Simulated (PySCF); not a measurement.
**Magnetic susceptibility: 1-chloro-2-methylpropane, C4H9Cl**

Geometry:
```csv
atom,x (Å),y (Å),z (Å)
C1,1.261,-0.682,-0.139
C2,-0.020,-0.050,0.396
C3,0.025,1.471,0.251
C4,-1.241,-0.586,-0.344
Cl5,-1.478,-2.327,-0.034
H6,2.121,-0.322,0.419
H7,1.399,-0.429,-1.189
H8,1.218,-1.765,-0.047
H9,-0.122,-0.300,1.457
H10,0.888,1.869,0.778
H11,0.102,1.752,-0.797
H12,-0.871,1.927,0.665
H13,-1.128,-0.471,-1.422
H14,-2.154,-0.089,-0.015
```

Level of theory: GIAO KT3/pcSseg-1 magnetisability, rotational g tensor and spin-rotation constants, non-relativistic, gas phase in PySCF 2.14.0. Geometry: GFN2-xTB.

Question: How diamagnetic is it, and how anisotropic?

Answer: Isotropic -1136 × 10⁻³⁰ J/T², or -68.4 × 10⁻⁶ cm³/mol; principal values -1206, -1108, -1093 × 10⁻³⁰ J/T², anisotropy 106 × 10⁻³⁰ J/T² (root of half the summed squared differences of the principal values). The susceptibility is in cgs units.

Question: Split it along the inertial axes a, b, c into diamagnetic and paramagnetic parts about the centre of mass, with the quadrupole moment.

Answer: 
| axis | χ (10⁻⁶ cm³/mol) | diamagnetic (10⁻⁶ cm³/mol) | paramagnetic (10⁻⁶ cm³/mol) | summed x² of all electrons (Å²) | quadrupole Θ (D Å) |
| --- | --- | --- | --- | --- | --- |
| a | -70.9 | -261.4 | 190.5 | 131.4 | -3.02 |
| b | -67.5 | -630.1 | 562.6 | 44.5 | +1.61 |
| c | -66.8 | -746.4 | 679.6 | 17.1 | +1.41 |

Anisotropies 2χaa − χbb − χcc = -7.5 and 2χbb − χaa − χcc = +2.6 × 10⁻⁶ cm³/mol. Θ is traceless in Buckingham's convention.

Question: And the rotational g tensor?

Answer: 
| axis | rotational constant (GHz) | g | nuclear part | electronic part |
| --- | --- | --- | --- | --- |
| a | 7.6179 | +0.0067 | 0.6885 | -0.6818 |
| b | 2.1714 | -0.0043 | 0.5696 | -0.5739 |
| c | 1.8207 | -0.0042 | 0.5771 | -0.5813 |

Asymmetric top; isotopes 12C, 35Cl, 1H; no vibrational averaging.
